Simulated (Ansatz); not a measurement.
# C₂H₄N₂O: small, medium and large basis sets

An exercise on one series of results from a longer session: the logs are not shown, and one member is left open.

Method: one geometry, several basis sets; program: Ansatz 0.2.0, Gaussian basis.

Plan: PBE0-D4/def2-SVP; ωB97M-V/def2-SVP; PBE0-D4/def2-QZVPP; ωB97M-V/def2-QZVPP; the functionals' def2-TZVPP values are taken from earlier runs.

### The geometry

An earlier PBE0-D4 in a triple-zeta def2 set relaxation fixed the geometry.

9 atoms, charge 0, spin multiplicity 1.

Atoms are counted from 1 here; the program's logs count them from 0.

Bond lengths: N1–C2 1.234 Å, N1–H6 1.025 Å, C2–C3 1.313 Å, C3–N4 1.397 Å, C3–O5 1.373 Å, N4–H7 1.008 Å, N4–H8 1.013 Å, O5–H9 0.961 Å. Angles: C2–N1–H6 113.3°, N1–C2–C3 172.4°, C2–C3–N4 124.3°, C2–C3–O5 123.2°, N4–C3–O5 112.2°, C3–N4–H7 113.0°, C3–N4–H8 112.7°, H7–N4–H8 110.7°, C3–O5–H9 108.7°.

The first run:

The input, in.yaml:

```yaml
crystal:
  periodic: [false, false, false]
  atoms:
    - {symbol: N, position_ang: [0.060390, 2.088773, -0.524327]}
    - {symbol: C, position_ang: [-0.039375, 0.921133, -0.136449]}
    - {symbol: C, position_ang: [0.028886, -0.321864, 0.281969]}
    - {symbol: N, position_ang: [-0.110412, -1.439530, -0.544745]}
    - {symbol: O, position_ang: [0.120601, -0.665336, 1.607633]}
    - {symbol: H, position_ang: [-0.844760, 2.534827, -0.702376]}
    - {symbol: H, position_ang: [-0.457920, -1.209471, -1.462720]}
    - {symbol: H, position_ang: [0.740447, -1.985903, -0.610847]}
    - {symbol: H, position_ang: [0.590744, 0.031171, 2.074763]}
basis:
  gaussian: {orbitals: def2-SVP}
hamiltonian: {xc: pbe0, dispersion: d4}
output: {orbitals: {seedname: orbitals}}
```

The run is started by

```
$ ansatz run in.yaml --threads 2 --pin off --events-out ev --progress --plain --max-ram 4352MiB
```

Steps of the session up to this table: PBE0-D4 in def2-SVP; ωB97M-V in def2-SVP; PBE0-D4 in def2-QZVPP; ωB97M-V in def2-QZVPP.

One table of the session follows, with a row left open; its other results are not shown here.

It belongs to the step «Functionals by basis». 

| functional | basis | HOMO (eV) | LUMO (eV) |
| --- | --- | --- | --- |
| PBE0-D4 | def2-SVP | -5.34 | -0.33 |
| PBE0-D4 | def2-TZVPP | -5.58 | -0.57 |
| PBE0-D4 | def2-QZVPP | -5.64 | -0.65 |
| ωB97M-V | def2-SVP | ? | ? |
| ωB97M-V | def2-TZVPP | -7.77 | 1.64 |
| ωB97M-V | def2-QZVPP | -7.84 | 1.41 |

Estimate the missing values for ωB97M-V, def2-SVP.

The run gave: HOMO (eV): -7.49; LUMO (eV): 1.99. In the column «HOMO (eV)» it lies between ωB97M-V, def2-TZVPP (-7.77) and PBE0-D4, def2-QZVPP (-5.64).
